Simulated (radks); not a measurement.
**S²⁺ in [Ne] 3s2 3p2: an all-electron calculation**

Wanted: eigenvalues, radial structure and energy terms of the sulfur ion S2+.

Method: scalar-relativistic Kohn-Sham, PBE, spin-polarised, spherical densities, point nucleus; open shells are filled with parallel spins first. Code: radks (a radial shooting solver on a logarithmic mesh, Libxc functionals) version 1.

**1. The system**

| Quantity | Value |
| --- | --- |
| element | sulfur (Z = 16) |
| charge | +2 |
| electrons | 14 |
| configuration | [Ne] 3s2 3p2 |

The outer shells:

S²⁺
```
[Ne] core
3s [↑↓]
3p [↑ ][↑ ][  ]
```

**2. Self-consistent calculation**

Input:

```text
Z 16
configuration [Ne] 3s2 3p2 4s0 3d0
relativity scalar-relativistic
functional pbe,pbe
spin polarised
nucleus point
c 137.035999084
```

What does the calculation give?

**Answer**, as computed:

| quantity | value |
| --- | --- |
| total energy | -397.84241 hartree |
| exchange-correlation share of it | 6.24 % |
| −T/E | 1.0040 |
| highest occupied level | 3p up, -29.006 eV |
| most extended occupied level | 3p up, <r> = 1.75 bohr |
| radius at density 0.001 e/bohr³ | 3.38 bohr |
| maxima of the radial density | 3 |
| ionisation energy, NIST | 34.86 (semi-emp.) eV |

**Reading.** 3 principal shells are occupied and 3 maxima appear in the radial density. −T/E is 1.004: with relativity the kinetic term as defined here no longer equals −E. Minus the highest eigenvalue, 29.006 eV, is 83 % of the tabulated ionisation energy (34.86 eV); the potential of a semilocal functional falls off too fast, so its top eigenvalue is too shallow. Open shells are spherical and high-spin; term and fine-structure splittings are not resolved.
